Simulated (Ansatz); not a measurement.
# BSiH5 (singlet): the correlation ladder at distance B1–H4 along a hydrogen transfer = 1.194 Å, cc-pVDZ

An exercise on one series of results from a longer session: the logs are not shown, and one member is left open.

Program: Ansatz 0.2.0, Gaussian basis. Level of theory: cc-pVDZ, core rule «outside noble gas», up to 6 orbitals frozen. These are calculated values, not measurements.

Plan: UHF; CCSD(T) on RHF; CCSD(T) on UHF; BCCD(T) on RHF; CISD; CCSDT(Q) on RHF; CCSDT(Q) on UHF; CASSCF and NEVPT2, 2 electrons in 2 orbitals; CASSCF and NEVPT2, 8 electrons in 8 orbitals.

11 further runs of the same task are left out: 1 for a mislabelled method, 9 that didn't finish, 1 set aside as unsound or not needed.

### The geometry

The geometry derives from fragments relaxed apart (PBE0/def2-TZVP) and kept rigid, so it is no stationary point. A hydrogen atom is moved between rigid fragments.

7 atoms, charge 0, spin multiplicity 1.

Atoms are counted from 1 here; the program's logs count them from 0.

Bond lengths: B1–H2 1.193 Å, B1–H3 1.193 Å, B1–H4 1.193 Å, Si5–H6 1.526 Å, Si5–H7 1.526 Å. Angles: H2–B1–H3 120.0°, H2–B1–H4 120.0°, H3–B1–H4 120.0°, H6–Si5–H7 91.2°.

Set-up of the first run:

Input file in.yaml:

```yaml
crystal:
  periodic: [false, false, false]
  atoms:
    - {symbol: B, position_ang: [-2.112895, 0.040114, 0.000000]}
    - {symbol: H, position_ang: [-2.709628, 1.073685, 0.000000]}
    - {symbol: H, position_ang: [-2.709629, -0.993457, 0.000000]}
    - {symbol: H, position_ang: [-0.919430, 0.040114, 0.000000]}
    - {symbol: Si, position_ang: [0.930105, 0.040114, 0.000000]}
    - {symbol: H, position_ang: [1.542285, -0.834170, 1.090012]}
    - {symbol: H, position_ang: [1.542285, -0.834170, -1.090012]}
basis:
  gaussian: {orbitals: cc-pVDZ}
magnetization: {spin_polarized: true, initial_magnetization: 0}
hamiltonian: {xc: hf}
output: {orbitals: {seedname: orbitals}}
```

On the command line:

```sh
> ansatz run in.yaml --threads 1 --pin off --events-out ev --progress --plain --max-ram 2393MiB
```

Steps of the session up to this table: UHF; CCSD(T) on RHF; CCSD(T) on UHF; BCCD(T) on RHF; CISD; CCSDT(Q) on RHF; CCSDT(Q) on UHF; CASSCF and NEVPT2, 2 electrons in 2 orbitals; CASSCF and NEVPT2, 8 electrons in 8 orbitals.

One table of the session follows, with a row left open; its other results are not shown here.

It belongs to the step «Misses and costs». 

```
         method  from RCCSDT(Q) (kcal/mol)
            RHF                    +154.42
            UHF                    +154.20
           RMP2                          ?
           CISD                     +17.62
          RCCSD                      +4.04
       RCCSD(T)                      +0.84
        BCCD(T)                      +0.84
         RCCSDT                      +0.13
      RCCSDT(Q)                          0
    CASSCF pair                    +144.81
    NEVPT2 pair                     +35.05
CASSCF frontier                    +115.89
NEVPT2 frontier                     +31.72
```

Estimate the missing values for RMP2.

As computed: from RCCSDT(Q) (kcal/mol): +35.43. In the column «from RCCSDT(Q) (kcal/mol)» it lies between NEVPT2 pair (+35.05) and CASSCF frontier (+115.89).

Not comparable, so not listed: CCSD(T) on UHF; CCSDT(Q) on UHF (they don't share determinant, frozen orbitals or solution with the rows shown, or repeat one).

To keep in mind: Warnings: restricted reference is unstable; spin contamination.
